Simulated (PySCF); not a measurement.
`CC#CC#CC`, C6H6

Geometry (Å), atoms numbered from 1 in this order:
```xyz
12

C     2.7231   -1.8910    0.3105
C     1.5326   -1.0734    0.1882
C     0.5309   -0.3866    0.0854
C    -0.5961    0.3864   -0.0299
C    -1.5980    1.0731   -0.1321
C    -2.7890    1.8903   -0.2529
H     2.9247   -2.1449    1.3636
H     3.6082   -1.3663   -0.0837
H     2.6161   -2.8348   -0.2478
H    -2.6990    2.8139    0.3411
H    -2.9675    2.1808   -1.3006
H    -3.6804    1.3486    0.1019
```

Level of theory: GIAO B3LYP/aug-pcSseg-1 magnetisability, rotational g tensor and spin-rotation constants, non-relativistic, gas phase (PySCF). Geometry: PBE0-D3(BJ)/def2-SVP.

Question: Give the nuclear spin-rotation constants along the inertial axes (H = +C I·J) beside the isotropic shieldings.

Answer: Rotational constants 79.1506, 1.1067, 1.1067 GHz. A star marks the isotopologue with that one atom substituted, in its own axes.
| atom | isotope | Caa (kHz) | Cbb (kHz) | Ccc (kHz) | mean (kHz) | σ (ppm) |
| --- | --- | --- | --- | --- | --- | --- |
| H7 | 1H | -7.444 | -0.051 | -0.051 | -2.515 | 29.4 |
| H8 | 1H | -7.435 | -0.051 | -0.051 | -2.512 | 29.4 |
| H9 | 1H | -7.444 | -0.051 | -0.051 | -2.515 | 29.4 |
| H10 | 1H | -7.446 | -0.051 | -0.051 | -2.516 | 29.4 |
| H11 | 1H | -7.436 | -0.051 | -0.051 | -2.512 | 29.4 |
| H12 | 1H | -7.442 | -0.051 | -0.051 | -2.514 | 29.4 |
| C1 | 13C* | 9.339 | 0.151 | 0.151 | 3.214 | 174.9 |
| C2 | 13C* | -0.128 | 0.398 | 0.398 | 0.222 | 104.8 |
| C3 | 13C* | 2.482 | 0.373 | 0.373 | 1.076 | 108.3 |

Where two moments of inertia are equal or nearly so, the constants along those axes are given as their average.
For the geometry as given, no vibrational averaging.

Question: How do the rotational constants and the g tensor change when H7, H8, H9, H10, H11, H12 are replaced by deuterium?

Answer: Constants 39.6058, 0.9276, 0.9276 GHz; g 0.1362, 0.0011, 0.0011, against 0.2721, 0.0013, 0.0013 before.
